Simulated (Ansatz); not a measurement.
The first iterations of a band of C3H3O (7 atoms, charge 0, multiplicity 2).

Method: UKS PBE0-D4/def2-SVP (Ansatz 0.2.0).

```yaml
movable_images: 9
climbing_image: from the first iteration
spring: 5.0 eV/Å²
optimiser: lbfgs
start_path: through a guess of the saddle point
force_threshold: 0.03 eV/Å
iteration_limit: 47
end_points: relaxed
```

Image 0:

```xyz
7
Properties=species:S:1:pos:R:3
C 0.880 -1.896 1.573
C 0.367 -1.295 0.556
O -0.305 -0.719 -0.353
C -0.242 0.719 -0.425
H 0.787 1.029 -0.654
H -0.564 1.147 0.534
H -0.922 1.014 -1.231
```

Image 10:

```xyz
7
Properties=species:S:1:pos:R:3
C 0.039 -2.249 1.332
C 0.434 -1.217 0.671
O 0.787 -0.309 -0.141
C -0.152 0.750 -0.412
H 0.311 1.378 -1.181
H -0.324 1.328 0.506
H -1.095 0.320 -0.774
```

| iteration | highest image above the first end (eV) | largest band force component (eV/Å) |
| --- | --- | --- |
| 1 | 1.428 | 9.063 |
| 2 | 0.916 | 8.484 |
| 3 | 1.363 | 15.747 |
| 4 | 0.206 | 2.458 |
| 5 | 0.176 | 1.479 |
| 6 | 0.126 | 1.150 |
| 7 | 0.088 | 0.623 |
| 8 | 0.071 | 0.728 |
| 9 | 0.061 | 0.773 |
| 10 | 0.053 | 1.410 |
| 11 | 0.048 | 2.278 |
| 12 | 0.047 | 0.409 |
| 13 | 0.045 | 0.396 |
| 14 | 0.021 | 0.957 |
| 15 | 0.021 | 1.584 |

Does the band converge within its limit, and where does its top end?

The run ended unconverged. It ended after 47 iterations with the highest image 0.005 eV above the first end. The band didn't meet its force threshold, so its energies are provisional: the largest band force was still 0.17 eV/Å, and over the last iterations the top stayed at 0.01 eV.

Time of the run: 14 min on 1 thread of Intel(R) Xeon(R) 6975P-C (Granite Rapids), with other jobs on the host, peak memory 0.19 GiB.
